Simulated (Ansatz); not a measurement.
Ansatz (an electronic-structure program) input (PBE/6-31G*):

Ansatz 0.2 input:
```yaml
crystal:
  periodic: [false, false, false]
  atoms:
    - {symbol: C, position_ang: [-0.01154166, -0.76556749, 0.93697059]}
    - {symbol: C, position_ang: [-0.00055164, 0.59711357, 0.84098915]}
    - {symbol: C, position_ang: [-0.00224906, -0.80264408, -0.63844868]}
    - {symbol: C, position_ang: [0.00981811, 0.75689114, -0.66431055]}
    - {symbol: H, position_ang: [0.00073468, 1.37849926, 1.61112035]}
    - {symbol: H, position_ang: [-0.88855296, -1.26186408, -1.10165642]}
    - {symbol: H, position_ang: [0.88250307, -1.27538941, -1.09089155]}
    - {symbol: H, position_ang: [0.90183037, 1.21523446, -1.12950488]}
    - {symbol: H, position_ang: [-0.86936967, 1.22876090, -1.14027063]}
basis:
  gaussian:
    orbitals: 6-31G*
hamiltonian:
  xc: {name: PBE}
total_charge: -1
relax: {f_tol: 0.003, max_steps: 120}
```

Q: Predict the final energy.

A: -155.07269 Eh.
